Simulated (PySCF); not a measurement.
**He: ionisation energy**

He 1s2 (1S) → He⁺ 1s1 (2S), as a difference of total energies. Calculation: PySCF 2.14, in an uncontracted even-tempered set (18 s from 0.09 bohr⁻², ratio 2.2; 7 p from 0.17 bohr⁻², ratio 2.4; 4 d from 0.52 bohr⁻², ratio 2.4; 4 f from 0.78 bohr⁻², ratio 2.4; 3 g from 1.2 bohr⁻², ratio 2.4); scalar relativity by spin-free X2C-1e. Correlated levels: nothing frozen; virtual orbitals above 40 to 60 times the deepest correlated orbital energy dropped. The calculations carry no spin-orbit coupling.

```
                 method  ionisation energy (eV)
                    UHF                  23.447
    MP2 (all electrons)                  24.445
SCS-MP2 (all electrons)                  24.645
   CCSD (all electrons)                  24.581
```

With two correlated electrons CCSD is exact in that space.

Which method comes closest to the reference value, and which is furthest?

The reference is 24.587 eV (measured; NIST Atomic Spectra Database, ionization energies). Closest: CCSD (all electrons) (error -0.006 eV); furthest: UHF (error -1.140 eV).
